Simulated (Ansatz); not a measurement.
Mulliken charges of C2H6OS, SMILES `CSCO` from PBE/def2-TZVPP in Ansatz (PBE0-D4/def2-TZVP geometry).

```tsv
atom	x (Å)	y (Å)	z (Å)	charge (e)
C1	-1.163	0.906	-0.413	-0.279
S2	-0.798	-0.855	-0.419	-0.136
C3	0.691	-0.855	0.595	-0.020
O4	1.784	-0.191	0.026	-0.295
H5	-1.984	1.069	-1.112	0.118
H6	-1.471	1.238	0.580	0.110
H7	-0.295	1.475	-0.743	0.117
H8	0.898	-1.914	0.791	0.109
H9	0.489	-0.359	1.546	0.095
H10	1.932	-0.564	-0.848	0.181
```

Problem. By hand: the dipole of these point charges (1 e Å = 4.8032 D).

Solution. Σ q r = (-0.044, 0.027, 0.078) e Å, of length 0.094 e Å = 0.45 D.

Problem. How does the dipole of the full density compare? (An estimate is asked.)

Solution. Ansatz gave: (-0.015, 0.056, -0.031) e Å, 0.32 D; the point charges give 1.41 times that, at 92° from its direction.

Point charges leave out the atoms' own dipoles, such as those of lone pairs, and Mulliken's split depends on the basis, so the two needn't agree.
